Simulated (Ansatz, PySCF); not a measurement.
Gas-phase enthalpy of formation at 298 K, by the atomisation route, of C1CS1 (SMILES; C2H4S). Structures are relaxed separately at B3LYP-D3(BJ)/def2-TZVP in Ansatz (a quantum-chemistry and plane-wave program). Correlated levels leave the core frozen unless marked. Open shells are spin-unrestricted. Spin-orbit coupling is left out. Non-relativistic. Basis-set limits of correlation are two-point, X^-3; Hartree-Fock from the larger set. The bracket is a focal-point correction in the basis named. Thermal terms are rigid-rotor harmonic-oscillator values from B3LYP-D3(BJ) frequencies (PySCF) at 298.15 K and 1 atm. 1 Eh = 627.5095 kcal/mol.

| species | count | E, RI-MP2/CBS(cc-pV(T+d)Z,cc-pV(Q+d)Z)+[CCSD(T)-MP2]/cc-pV(T+d)Z (Ansatz) (Eh) | E, PBE/def2-TZVPD (Ansatz) (Eh) | measured ΔHf at 0 K (kcal/mol) | H(298) - H(0) of the element (kcal/mol) |
|---|---|---|---|---|---|
| C1CS1 | 1 | -476.25505 | -476.54892 | - | - |
| C atom | 2 | -37.79136 | -37.79605 | 169.98 | 0.25 |
| H atom | 4 | -0.49995 | -0.49962 | 51.63 | 1.01 |
| S atom | 1 | -397.67639 | -397.93910 | 65.66 | 1.05 |

Molecule: zero-point energy 34.44, H(298) - H(0) 2.71 kcal/mol. The route leaves out scalar relativity and anharmonic zero-point terms, the atoms' spin-orbit terms, and in the frozen-core level the core correlation. Atomic data: G2/97 table in ASE.

Task: Work out De, D0 and ΔHf at 0 and 298 K at both levels, and their errors against the measured value.

Result: 
The atoms' values sum to 612.14 (0 K) and 5.59 (thermal), in kcal/mol.
- RI-MP2/CBS(cc-pV(T+d)Z,cc-pV(Q+d)Z)+[CCSD(T)-MP2]/cc-pV(T+d)Z: De = 625.09; D0 = 625.09 - 34.44 = 590.65; ΔHf(0 K) = 612.14 - 590.65 = 21.49; ΔHf(298 K) = 21.49 + 2.71 - 5.59 = 18.61; error -1.0.
- PBE/def2-TZVPD: De = 639.58; D0 = 639.58 - 34.44 = 605.14; ΔHf(0 K) = 612.14 - 605.14 = 7.00; ΔHf(298 K) = 7.00 + 2.71 - 5.59 = 4.12; error -15.5.
Measured: 19.6 kcal/mol (G2/97 table in ASE (Curtiss et al.)). This is an older compilation, not checked against later work.
